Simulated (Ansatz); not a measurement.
This geometry of C2H4OS (8 atoms, charge 0, multiplicity 1) is a first-order saddle point.

The calculation used RHF/def2-SVP in Ansatz 0.2.0.

```xyz
8
Properties=species:S:1:pos:R:3
C -0.076 0.989 -0.378
C 0.274 -0.441 -0.043
O 1.157 -1.030 -0.556
S -0.771 -1.176 1.208
H 0.800 1.609 -0.186
H -0.922 1.365 0.193
H -0.300 1.045 -1.443
H -0.161 -2.363 1.205
```

(1) Which two structures does it join? (They come from a converged band through this point; their orientation in space is the band's.)

(2) How far does it lie above each of them?

Results:

(1) No bond is made or broken. The dihedral H5–C1–C2–S4 goes from 180 to 57°. The two ends are copies of one structure, up to a mirror image or an exchange of like atoms.

First end point:

```xyz
8
Properties=species:S:1:pos:R:3
C 0.018 1.040 -0.226
C 0.332 -0.402 0.085
O 1.422 -0.841 0.171
S -1.128 -1.418 0.318
H 0.951 1.584 -0.349
H -0.565 1.478 0.585
H -0.574 1.104 -1.140
H -0.457 -2.545 0.556
```

Last end point:

```xyz
8
Properties=species:S:1:pos:R:3
C -0.211 0.918 -0.496
C 0.170 -0.489 -0.108
O 0.530 -1.314 -0.867
S 0.018 -0.811 1.652
H 0.388 1.638 0.061
H -1.260 1.096 -0.256
H -0.050 1.043 -1.563
H 0.415 -2.082 1.578
```

(2) 0.021 eV above the first and 0.021 eV above the second. This is the barrier of this one path; another mechanism may lie lower.

Run time: 35 s on 1 thread of Arm Neoverse V2, on a shared host, peak memory 0.14 GiB.
